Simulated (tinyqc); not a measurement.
Worked calculation (part 1 of 2): RKS/BLYP in the sto-3g basis, for H2O, spin multiplicity 1. Computed by tinyqc, a small Python program that keeps every step (integrals from PySCF). Settings: charge = 0, multiplicity = 1, basis = sto-3g, energy threshold = 1e-10, iteration cap = 54, orthogonalisation = symmetric, start = atomic densities, DIIS depth = 8, shift = 0.5, method = RKS, functional = blyp, grid = [15, 26]. Command: `OMP_NUM_THREADS=1 python tinyqc.py 31425 31426 out.jsonl` (the two numbers bound the seeds that draw the settings). One thread of a shared host (Intel(R) Xeon(R) Processor @ 2.60GHz), about 0.8 s of CPU time with the checks. Later iterations appear only in the table of the cycle.

## One-electron integrals

Geometry (angstrom):
```
atom         x          y         z
O     0.000000   0.000000  0.000000
H     0.000000   0.755000  0.662000
H     0.000000  -0.722000  0.632000
```

Basis sto-3g: exponents (1/bohr^2) and contraction coefficients of normalised primitives:
```
element  l (shell)    exponent  coefficient
O            s (1)  130.709320     0.154329
O            s (1)   23.808861     0.535328
O            s (1)    6.443608     0.444635
O            s (2)    5.033151    -0.099967
O            s (2)    1.169596     0.399513
O            s (2)    0.380389     0.700115
O            p (3)    5.033151     0.155916
O            p (3)    1.169596     0.607684
O            p (3)    0.380389     0.391957
H            s (1)    3.425251     0.154329
H            s (1)    0.623914     0.535328
H            s (1)    0.168855     0.444635
```

Overlap, kinetic and nuclear-attraction integrals over the contracted functions; the nuclear repulsion is the sum of Za Zb / Rab.

nuclear repulsion = 8.98617269 hartree

overlap S, lower triangle:
```
           1O 1s     1O 2s    1O 2px     1O 2py    1O 2pz     2H 1s     3H 1s
1O 1s   1.000000
1O 2s   0.236704  1.000000
1O 2px  0.000000  0.000000  1.000000
1O 2py  0.000000  0.000000  0.000000   1.000000
1O 2pz  0.000000  0.000000  0.000000   0.000000  1.000000
2H 1s   0.048275  0.444527  0.000000   0.283239  0.248350  1.000000
3H 1s   0.053679  0.473275  0.000000  -0.295440  0.258612  0.265239  1.000000
```

kinetic energy T (hartree), lower triangle:
```
            1O 1s     1O 2s    1O 2px     1O 2py    1O 2pz     2H 1s     3H 1s
1O 1s   29.003200
1O 2s   -0.168011  0.808128
1O 2px   0.000000  0.000000  2.528731
1O 2py   0.000000  0.000000  0.000000   2.528731
1O 2pz   0.000000  0.000000  0.000000   0.000000  2.528731
2H 1s   -0.005331  0.107238  0.000000   0.187550  0.164448  0.760032
3H 1s   -0.002674  0.127491  0.000000  -0.212553  0.186057  0.011647  0.760032
```

nuclear attraction V (hartree), lower triangle:
```
             1O 1s       1O 2s     1O 2px      1O 2py      1O 2pz      2H 1s      3H 1s
1O 1s   -61.696951
1O 2s    -7.438364  -10.118045
1O 2px    0.000000    0.000000  -9.965980
1O 2py    0.001017    0.010120   0.000000  -10.099724
1O 2pz   -0.019475   -0.230899   0.000000    0.006055  -10.068622
2H 1s    -1.558497   -3.568874   0.000000   -2.009536   -1.839458  -5.671759
3H 1s    -1.735939   -3.853345   0.000000    2.138231   -1.950538  -1.659743  -5.836225
```

core Hamiltonian H = T + V (hartree), lower triangle:
```
             1O 1s      1O 2s     1O 2px     1O 2py     1O 2pz      2H 1s      3H 1s
1O 1s   -32.693751
1O 2s    -7.606375  -9.309918
1O 2px    0.000000   0.000000  -7.437249
1O 2py    0.001017   0.010120   0.000000  -7.570993
1O 2pz   -0.019475  -0.230899   0.000000   0.006055  -7.539891
2H 1s    -1.563828  -3.461636   0.000000  -1.821986  -1.675010  -4.911727
3H 1s    -1.738614  -3.725854   0.000000   1.925678  -1.764481  -1.648096  -5.076193
```

## Two-electron integrals

Functions are numbered as in S; the eight-fold symmetry (ij|kl) = (ji|kl) = (kl|ij) leaves the list below.

Two-electron integrals (ij|kl) in chemists' order, unique and non-zero (hartree):
```
(11|11) 4.785065    (21|11) 0.741380    (21|21) 0.136873    (22|11) 1.118947
(22|21) 0.256633    (22|22) 0.817206    (31|31) 0.024477    (32|31) 0.037809
(32|32) 0.180518    (33|11) 1.115814    (33|21) 0.256684    (33|22) 0.817023
(33|33) 0.880159    (41|41) 0.024477    (42|41) 0.037809    (42|42) 0.180518
(43|43) 0.047444    (44|11) 1.115814    (44|21) 0.256684    (44|22) 0.817023
(44|33) 0.785270    (44|44) 0.880159    (51|51) 0.024477    (52|51) 0.037809
(52|52) 0.180518    (53|53) 0.047444    (54|54) 0.047444    (55|11) 1.115814
(55|21) 0.256684    (55|22) 0.817023    (55|33) 0.785270    (55|44) 0.785270
(55|55) 0.880159    (61|11) 0.153434    (61|21) 0.028087    (61|22) 0.052320
(61|33) 0.052219    (61|41) 0.000975    (61|42) 0.001824    (61|44) 0.052395
(61|51) 0.000855    (61|52) 0.001599    (61|54) 0.000154    (61|55) 0.052354
(61|61) 0.005839    (62|11) 0.371980    (62|21) 0.086378    (62|22) 0.304388
(62|33) 0.299228    (62|41) 0.004874    (62|42) 0.037183    (62|44) 0.307817
(62|51) 0.004274    (62|52) 0.032603    (62|54) 0.007531    (62|55) 0.305831
(62|61) 0.018069    (62|62) 0.140183    (63|31) 0.009054    (63|32) 0.052649
(63|43) 0.007732    (63|53) 0.006780    (63|63) 0.020015    (64|11) 0.201006
(64|21) 0.047281    (64|22) 0.177916    (64|33) 0.169837    (64|41) 0.011393
(64|42) 0.073238    (64|44) 0.190149    (64|51) 0.002051    (64|52) 0.018053
(64|54) 0.011030    (64|55) 0.173564    (64|61) 0.010329    (64|62) 0.099527
(64|64) 0.089866    (65|11) 0.176247    (65|21) 0.041457    (65|22) 0.156001
(65|33) 0.148917    (65|41) 0.002051    (65|42) 0.018053    (65|44) 0.153167
(65|51) 0.010852    (65|52) 0.068478    (65|54) 0.011459    (65|55) 0.165744
(65|61) 0.009057    (65|62) 0.087267    (65|64) 0.061247    (65|65) 0.073718
(66|11) 0.510470    (66|21) 0.120465    (66|22) 0.486686    (66|33) 0.466986
(66|41) 0.008835    (66|42) 0.092795    (66|44) 0.500055    (66|51) 0.007747
(66|52) 0.081365    (66|54) 0.028996    (66|55) 0.492410    (66|61) 0.025427
(66|62) 0.281663    (66|64) 0.228310    (66|65) 0.200187    (66|66) 0.774606
(71|11) 0.170835    (71|21) 0.031259    (71|22) 0.058188    (71|33) 0.058077
(71|41) -0.001082   (71|42) -0.002020   (71|44) 0.058269    (71|51) 0.000947
(71|52) 0.001768    (71|54) -0.000168   (71|55) 0.058224    (71|61) 0.006406
(71|62) 0.019515    (71|64) 0.010187    (71|65) 0.009785    (71|66) 0.027179
(71|71) 0.007232    (72|11) 0.402024    (72|21) 0.093301    (72|22) 0.327355
(72|33) 0.321911    (72|41) -0.005250   (72|42) -0.039557   (72|44) 0.330984
(72|51) 0.004596    (72|52) 0.034626    (72|54) -0.007942   (72|55) 0.328863
(72|61) 0.018954    (72|62) 0.123979    (72|64) 0.060548    (72|65) 0.074966
(72|66) 0.206103    (72|71) 0.021698    (72|72) 0.160290    (73|31) 0.009926
(73|32) 0.057183    (73|43) -0.008288   (73|53) 0.007255    (73|63) 0.017337
(73|73) 0.023259    (74|11) -0.213428   (74|21) -0.050189   (74|22) -0.188077
(74|33) -0.179481   (74|41) 0.012410    (74|42) 0.078807    (74|44) -0.201156
(74|51) -0.002175   (74|52) -0.018929   (74|54) 0.011719    (74|55) -0.183389
(74|61) -0.009706   (74|62) -0.059039   (74|64) -0.011897   (74|65) -0.034895
(74|66) -0.085915   (74|71) -0.012205   (74|72) -0.111861   (74|74) 0.100452
(75|11) 0.186823    (75|21) 0.043932    (75|22) 0.164633    (75|33) 0.157108
(75|41) -0.002175   (75|42) -0.018929   (75|44) 0.161572    (75|51) 0.011829
(75|52) 0.073752    (75|54) -0.012195   (75|55) 0.175038    (75|61) 0.009341
(75|62) 0.074011    (75|64) 0.035272    (75|65) 0.061410    (75|66) 0.135154
(75|71) 0.010684    (75|72) 0.097917    (75|74) -0.067571   (75|75) 0.082407
(76|11) 0.163450    (76|21) 0.038314    (76|22) 0.146630    (76|33) 0.143007
(76|41) 0.000032    (76|42) 0.000377    (76|44) 0.145593    (76|51) 0.002943
(76|52) 0.026660    (76|54) 0.000113    (76|55) 0.151131    (76|61) 0.007950
(76|62) 0.068020    (76|64) 0.041741    (76|65) 0.047510    (76|66) 0.143142
(76|71) 0.008836    (76|72) 0.072153    (76|74) -0.043062   (76|75) 0.049632
(76|76) 0.040133    (77|11) 0.530883    (77|21) 0.125210    (77|22) 0.502438
(77|33) 0.481977    (77|41) -0.009399   (77|42) -0.096542   (77|44) 0.516383
(77|51) 0.008228    (77|52) 0.084508    (77|54) -0.030117   (77|55) 0.508340
(77|61) 0.025400    (77|62) 0.197762    (77|64) 0.084543    (77|65) 0.131448
(77|66) 0.350558    (77|71) 0.029403    (77|72) 0.305096    (77|74) -0.243231
(77|75) 0.212912    (77|76) 0.143142    (77|77) 0.774606
```

## Orthogonalisation

S = U s U^T; symmetric (Loewdin) form X = U s^(-1/2) U^T, so that X^T S X = 1.

eigenvalues of S: 0.355149  0.440220  0.880478  1.000000  1.101487  1.297263  1.925403

X, lower triangle:
```
            1O 1s      1O 2s    1O 2px     1O 2py     1O 2pz      2H 1s     3H 1s
1O 1s    1.024081
1O 2s   -0.141954   1.227091
1O 2px   0.000000   0.000000  1.000000
1O 2py   0.000661  -0.010577  0.000000   1.097525
1O 2pz  -0.010372   0.110906  0.000000  -0.004811   1.059962
2H 1s    0.020634  -0.262579  0.000000  -0.206422  -0.144498   1.182669
3H 1s    0.021852  -0.295518  0.000000   0.220884  -0.158360  -0.096826  1.211053
```

## Starting guess

The start is atomic minimal-basis densities projected into this basis (PySCF's MINAO start) and scaled to the electron count of each spin; this density is not idempotent, so its energy is not variational and may lie below the converged one.

D at the start, lower triangle:
```
            1O 1s      1O 2s    1O 2px     1O 2py    1O 2pz     2H 1s     3H 1s
1O 1s    2.143277
1O 2s   -0.487965   2.083794
1O 2px   0.000000   0.000000  1.308234
1O 2py  -0.000678   0.004476  0.000000   1.170698
1O 2pz   0.018470  -0.095623  0.000000   0.002568  1.223937
2H 1s   -0.016069   0.040981  0.000000   0.116432  0.061384  0.995334
3H 1s   -0.016928   0.039997  0.000000  -0.114601  0.059752  0.077608  0.998571
```

## Iteration 1: exchange-correlation on the grid

Becke grid with 15 radial and 26 angular points per atom, points of zero weight dropped. rho = sum D_ij phi_i phi_j; V_xc,ij = sum w v_xc phi_i phi_j plus the gradient terms; v_xc is d(rho eps)/d rho at fixed gradient.

The 8 grid points with the largest w rho, of 1152 (bohr, atomic units):
```
x                 y          z         w       rho  |grad rho|^2     eps_xc       v_xc
-0.900000  0.000000   0.000000  0.174917  0.525116      1.225702  -0.662561  -0.820770
0.900000   0.000000   0.000000  0.174917  0.525116      1.225702  -0.662561  -0.820770
0.000000   0.000000  -0.900000  0.174965  0.521661      1.233536  -0.661651  -0.818660
0.000000   0.000000   0.900000  0.168509  0.525948      0.968984  -0.658486  -0.824850
1.315168   0.000000   0.000000  0.488447  0.179783      0.293920  -0.504755  -0.567998
-1.315168  0.000000   0.000000  0.488447  0.179783      0.293920  -0.504755  -0.567998
0.000000   0.900000   0.000000  0.165860  0.521958      1.028545  -0.658257  -0.821680
0.000000   0.000000  -1.315168  0.489432  0.176199      0.290198  -0.503019  -0.564142
```

electrons on the grid, sum of w rho = 10.027351

E_xc = sum of w rho eps_xc = -9.38005286 hartree

V_xc (hartree), lower triangle:
```
            1O 1s      1O 2s     1O 2px     1O 2py     1O 2pz      2H 1s      3H 1s
1O 1s   -3.140899
1O 2s   -0.425911  -0.784867
1O 2px   0.000000   0.000000  -0.769729
1O 2py   0.000059   0.001059   0.000000  -0.782409
1O 2pz   0.000221  -0.016911   0.000000   0.000728  -0.784210
2H 1s   -0.088937  -0.288565   0.000000  -0.169959  -0.156916  -0.502292
3H 1s   -0.099029  -0.311288   0.000000   0.180840  -0.166507  -0.135112  -0.511462
```

## Iteration 1: building the Kohn-Sham matrix

J_ij = sum D_kl (ij|kl); F = H + J + V_xc; E = tr D H + tr D J / 2 + E_xc + E_nn.

Coulomb J (hartree), lower triangle:
```
            1O 1s      1O 2s    1O 2px     1O 2py    1O 2pz     2H 1s     3H 1s
1O 1s   17.250760
1O 2s    3.236960   8.055717
1O 2px   0.000000   0.000000  8.008057
1O 2py  -0.000496  -0.003579  0.000000   8.074851
1O 2pz   0.014437   0.167477  0.000000  -0.001138  8.060011
2H 1s    0.665296   3.032485  0.000000   1.775812  1.615936  5.070067
3H 1s    0.740343   3.260301  0.000000  -1.877129  1.704783  1.489784  5.203452
```

Kohn-Sham matrix F (hartree), lower triangle:
```
             1O 1s      1O 2s     1O 2px     1O 2py     1O 2pz      2H 1s      3H 1s
1O 1s   -18.583890
1O 2s    -4.795326  -2.039068
1O 2px    0.000000   0.000000  -0.198920
1O 2py    0.000580   0.007600   0.000000  -0.278551
1O 2pz   -0.004816  -0.080333   0.000000   0.005644  -0.264091
2H 1s    -0.987468  -0.717716   0.000000  -0.216133  -0.215991  -0.343952
3H 1s    -1.097300  -0.776842   0.000000   0.229389  -0.226205  -0.293425  -0.384203
```

total energy of this density = -75.91544507 hartree

This density is the starting one; it is not idempotent, so its energy is not variational and may lie below the converged one.

## Iteration 1: diagonalisation and new density

A level shift of 0.5 hartree raises the virtual space: F + shift (S - S D(s) S), with D(s) the density of one spin (D/2). Diagonalise F' = X^T F X, C = X C', fill 5 alpha and 5 beta electrons from the bottom; D = 2 C_occ C_occ^T. Each column has its largest component positive (the first on a tie).

F' = X^T F X (hartree), lower triangle:
```
            1          2          3          4          5          6         7
1  -18.225294
2   -2.560111  -0.990125
3    0.000000   0.000000  -0.025979
4    0.000643  -0.005433   0.000000   0.059540
5   -0.034130   0.072668   0.000000  -0.001072   0.010167
6   -0.140340  -0.491141   0.000000  -0.344587  -0.258643   0.225109
7   -0.172673  -0.538530   0.000000   0.361502  -0.275435  -0.186439  0.234967
```

orbital energies (hartree): MO1 -18.603251, MO2 -1.068270, MO3 -0.291980, MO4 -0.168921, MO5 -0.025979, MO6 0.671613, MO7 0.775172

coefficients C:
```
              MO1        MO2        MO3        MO4       MO5        MO6        MO7
1O 1s    0.993163  -0.231855  -0.005290   0.100026  0.000000   0.135149   0.038416
1O 2s    0.030168   0.811831   0.028229  -0.490933  0.000000  -0.851244  -0.261124
1O 2px   0.000000   0.000000   0.000000   0.000000  1.000000   0.000000   0.000000
1O 2py  -0.000315  -0.009083   0.723116   0.014361  0.000000  -0.212069   0.853192
1O 2pz   0.003723   0.115871  -0.016217   0.805346  0.000000  -0.695101  -0.190938
2H 1s   -0.005687   0.173405   0.353018   0.242669  0.000000   0.961187  -0.635179
3H 1s   -0.006296   0.186150  -0.350798   0.224653  0.000000   0.554811   1.059087
```

D after iteration 1, lower triangle:
```
            1O 1s      1O 2s    1O 2px     1O 2py    1O 2pz      2H 1s     3H 1s
1O 1s    2.100325
1O 2s   -0.415040   1.803583
1O 2px   0.000000   0.000000  2.000000
1O 2py  -0.001190   0.011957  0.000000   1.046372
1O 2pz   0.114946  -0.603298  0.000000  -0.002430  1.324570
2H 1s   -0.046895   0.062870  0.000000   0.514370  0.419557   0.427223
3H 1s   -0.050172   0.061480  0.000000  -0.504260  0.416317  -0.074013  0.416439
```

## Iteration 2: exchange-correlation on the grid

As before.

The 8 grid points with the largest w rho, of 1152 (bohr, atomic units):
```
x                 y          z         w       rho  |grad rho|^2     eps_xc       v_xc
-0.900000  0.000000   0.000000  0.174917  0.672347      2.014870  -0.713818  -0.890704
0.900000   0.000000   0.000000  0.174917  0.672347      2.014870  -0.713818  -0.890704
0.000000   0.000000  -0.900000  0.174965  0.649776      1.920877  -0.706896  -0.880355
-1.315168  0.000000   0.000000  0.488447  0.230712      0.494861  -0.541554  -0.615500
1.315168   0.000000   0.000000  0.488447  0.230712      0.494861  -0.541554  -0.615500
0.000000   0.000000  -1.315168  0.489432  0.218200      0.452363  -0.534099  -0.604240
0.636396   0.000000  -0.636396  0.139972  0.688146      2.144296  -0.719157  -0.897315
-0.636396  0.000000  -0.636396  0.139972  0.688146      2.144296  -0.719157  -0.897315
```

electrons on the grid, sum of w rho = 10.024620

E_xc = sum of w rho eps_xc = -9.51695600 hartree

V_xc (hartree), lower triangle:
```
            1O 1s      1O 2s     1O 2px     1O 2py     1O 2pz      2H 1s      3H 1s
1O 1s   -3.131274
1O 2s   -0.428130  -0.804081
1O 2px   0.000000   0.000000  -0.809013
1O 2py   0.000045   0.000643   0.000000  -0.787551
1O 2pz   0.003443   0.006517   0.000000   0.000984  -0.798083
2H 1s   -0.089129  -0.287009   0.000000  -0.165752  -0.147298  -0.461910
3H 1s   -0.099245  -0.309620   0.000000   0.176072  -0.156208  -0.129972  -0.472689
```

## Iteration 2: building the Kohn-Sham matrix

As before.

Coulomb J (hartree), lower triangle:
```
            1O 1s      1O 2s    1O 2px     1O 2py    1O 2pz     2H 1s     3H 1s
1O 1s   17.535173
1O 2s    3.313456   8.286105
1O 2px   0.000000   0.000000  8.283252
1O 2py  -0.000200  -0.001293  0.000000   8.273036
1O 2pz  -0.009506   0.021448  0.000000  -0.001439  8.278281
2H 1s    0.679697   3.065312  0.000000   1.782460  1.577786  4.978451
3H 1s    0.756332   3.296786  0.000000  -1.883792  1.664356  1.481191  5.120738
```

Kohn-Sham matrix F (hartree), lower triangle:
```
             1O 1s      1O 2s    1O 2px     1O 2py     1O 2pz      2H 1s      3H 1s
1O 1s   -18.289852
1O 2s    -4.721049  -1.827893
1O 2px    0.000000   0.000000  0.036991
1O 2py    0.000863   0.009470  0.000000  -0.085507
1O 2pz   -0.025538  -0.202934  0.000000   0.005600  -0.059693
2H 1s    -0.973260  -0.683333  0.000000  -0.205279  -0.244522  -0.395186
3H 1s    -1.081526  -0.738688  0.000000   0.217957  -0.256333  -0.296877  -0.428143
```

total energy of this density = -75.25737585 hartree

## Iteration 2: DIIS over 2 matrices

error matrix X^T (FDS - SDF) X:
```
           1          2         3          4          5          6          7
1   0.000000   0.023626  0.000000  -0.000614   0.015301  -0.025986  -0.027388
2  -0.023626   0.000000  0.000000  -0.001415   0.094604  -0.024569  -0.024681
3   0.000000   0.000000  0.000000   0.000000   0.000000   0.000000   0.000000
4   0.000614   0.001415  0.000000   0.000000  -0.000563   0.216825  -0.210373
5  -0.015301  -0.094604  0.000000   0.000563   0.000000   0.093403   0.088635
6   0.025986   0.024569  0.000000  -0.216825  -0.093403   0.000000   0.000798
7   0.027388   0.024681  0.000000   0.210373  -0.088635  -0.000798   0.000000
```

B (overlaps of the stored error matrices):
```
               1              2
1  7.6800635e+00  1.5798135e-01
2  1.5798135e-01  2.4046818e-01
```

Minimise |sum c_i e_i|^2 with sum c_i = 1: solve [B -1; -1 0][c; lambda] = [0; -1] with B_ij = tr e_i^T e_j, and take F = sum c_i F_i.

DIIS coefficients: 0.010847  0.989153

extrapolated F (hartree), lower triangle:
```
             1O 1s      1O 2s    1O 2px     1O 2py     1O 2pz      2H 1s      3H 1s
1O 1s   -18.293041
1O 2s    -4.721855  -1.830184
1O 2px    0.000000   0.000000  0.034432
1O 2py    0.000860   0.009450  0.000000  -0.087601
1O 2pz   -0.025313  -0.201604  0.000000   0.005600  -0.061910
2H 1s    -0.973414  -0.683706  0.000000  -0.205397  -0.244213  -0.394630
3H 1s    -1.081698  -0.739102  0.000000   0.218081  -0.256006  -0.296840  -0.427667
```

## Iteration 2: diagonalisation and new density

As before.

F' = X^T F X (hartree), lower triangle:
```
            1          2         3          4          5          6         7
1  -17.928866
2   -2.551153  -0.707854
3    0.000000   0.000000  0.034432
4    0.000699  -0.005801  0.000000   0.248509
5   -0.050001   0.048982  0.000000   0.000008   0.154991
6   -0.130553  -0.412242  0.000000  -0.427888  -0.327226   0.252643
7   -0.161811  -0.454235  0.000000   0.441026  -0.342955  -0.109205  0.269556
```

orbital energies (hartree): MO1 -18.303662, MO2 -0.776189, MO3 -0.307735, MO4 -0.071901, MO5 0.034432, MO6 0.816605, MO7 0.931862

coefficients C:
```
              MO1        MO2        MO3        MO4       MO5        MO6        MO7
1O 1s    0.993280  -0.212798  -0.003346   0.144820  0.000000   0.127089   0.029660
1O 2s    0.030233   0.725866   0.018635  -0.683677  0.000000  -0.810191  -0.206464
1O 2px   0.000000   0.000000   0.000000   0.000000  1.000000   0.000000   0.000000
1O 2py  -0.000349  -0.012600   0.610504  -0.006449  0.000000  -0.187188   0.942413
1O 2pz   0.005154   0.230744   0.005487   0.711879  0.000000  -0.770803  -0.166431
2H 1s   -0.006808   0.206044   0.466687   0.273884  0.000000   0.893110  -0.638741
3H 1s   -0.007530   0.225762  -0.444437   0.273305  0.000000   0.598218   0.978054
```

D after iteration 2, lower triangle:
```
            1O 1s      1O 2s    1O 2px     1O 2py    1O 2pz      2H 1s     3H 1s
1O 1s    2.105744
1O 2s   -0.447012   1.991115
1O 2px   0.000000   0.000000  2.000000
1O 2py  -0.001283   0.013258  0.000000   0.745830
1O 2pz   0.118187  -0.637897  0.000000  -0.008301  1.120143
2H 1s   -0.025011  -0.058395  0.000000   0.561108  0.490083   0.670619
3H 1s   -0.028908  -0.062977  0.000000  -0.551870  0.488352  -0.171982  0.646490
```
